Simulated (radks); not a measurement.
# B²⁺ in [He] 2s0.75 3d0.25: an all-electron calculation

Wanted: eigenvalues, radial structure and energy terms of the boron ion B2+.

The numbers are computed with radks (a radial shooting solver on a logarithmic mesh, Libxc functionals) version 1 (Dirac Kohn-Sham, LDA (Slater exchange, Perdew-Wang correlation), spin-unpolarised, spherical densities, finite nucleus; open shells are shared between the two j in proportion to 2j + 1), except any that are marked as measured or tabulated.

## (1) The atom as given

- element: boron (Z = 5)
- charge: +2
- electrons: 3
- configuration: [He] 2s0.75 3d0.25
- nuclear rms radius: 2.406 fm

## (2) Self-consistent calculation

Input:

```text
Z 5
configuration [He] 2s0.75 3d0.25 2p0 3s0
relativity Dirac
functional lda,pw
spin unpolarised
j_filling average
nucleus finite rms 2.406 fm
c 137.035999084
```

The run is started by

```sh
> python run_ks.py task.json out
```

This one command runs every case of the session in turn.

Q: Predict the outcome of this run.

The runs gave:

```
                        quantity                   value
                    total energy       -22.90168 hartree
exchange-correlation share of it                 12.54 %
                            −T/E                  0.9949
          highest occupied level        3d5/2, -9.177 eV
    most extended occupied level  3d5/2, <r> = 3.84 bohr
 radius at density 0.001 e/bohr³               3.09 bohr
    maxima of the radial density                       2
```

3 principal shells are occupied and 2 maxima appear in the radial density; where shells overlap, one shows as a shoulder or not at all. This is not the tabulated ground configuration, so its levels and sizes aren't those of the ground state, and no measured value stands beside it.
